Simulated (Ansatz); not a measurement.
Relaxed structures of C$_{2}$H$_{6}$Al (charge -1), closed shell (PBE0-D4/def2-TZVPD; forces vanish, vibrations not checked; lower isomers may exist, and structures with a doubtful reference or unclear bonds are left out; Å). Computed with Ansatz 0.2.0 (basis: def2-TZVPPD); correlated methods freeze the cores.

Question: Rank them by CCSD(T) energy, lowest first, and give each one's height above the lowest. Links in brackets join atoms within 1.22 times the sum of their covalent radii (1.1 for two metals). (To be estimated.)
A.
C₂H₆Al ([CH3][CH2][AlH]), total charge -1
```
9
angstrom
C -0.1398 0.9660 -0.7132
C 0.2302 -0.4938 -0.4749
Al -0.3548 -1.3556 1.3029
H -1.2286 1.0992 -0.7496
H 0.2562 1.3918 -1.6507
H 0.2169 1.5900 0.1126
H -0.0912 -1.1142 -1.3231
H 1.3305 -0.5974 -0.4421
H -0.0714 0.0407 2.2374
```
B.
C₂H₆Al ([CH3][CH][AlH2]), total charge -1
```
9
angstrom
C -0.2303 1.0603 -0.8131
C 0.0253 -0.3752 -0.4394
Al 0.2710 -1.1143 1.2291
H -1.1881 1.2174 -1.3429
H 0.5424 1.4907 -1.4766
H -0.2644 1.7091 0.0718
H 0.0631 -1.0402 -1.3102
H 0.5405 -2.7018 1.4708
H 0.2405 -0.2459 2.6104
```
C.
C₂H₆Al ([CH2][AlH][CH3]), total charge -1
```
9
angstrom
C -0.2731 1.2986 -0.8807
C 0.2980 -1.2526 1.3048
Al 0.0673 -0.6219 -0.4052
H -1.2281 1.4250 -1.4067
H 0.5047 1.6984 -1.5440
H -0.3021 1.9315 0.0137
H 0.1135 -1.5630 -1.7419
H 0.4839 -2.2996 1.5561
H 0.2671 -0.6237 2.1989
```

Answer: The calculation gives: C (0.0 kJ/mol), A (34.8 kJ/mol), B (46.4 kJ/mol). Heights count from the lowest.

The T1 diagnostic stays at or below 0.014. The restricted Hartree–Fock reference is unstable towards an unrestricted one at one or more of these structures.

For scale, one of the runs: CCSD(T)/def2-TZVPPD, 224 basis functions, launched by `ansatz run in.yaml --threads 2 --pin off --events-out ev --progress --plain --max-ram 4352MiB`. Hardware: 2 CPU threads of an Arm Neoverse V2, shared host. Wall time 66 s; peak host memory 3.5 GiB.
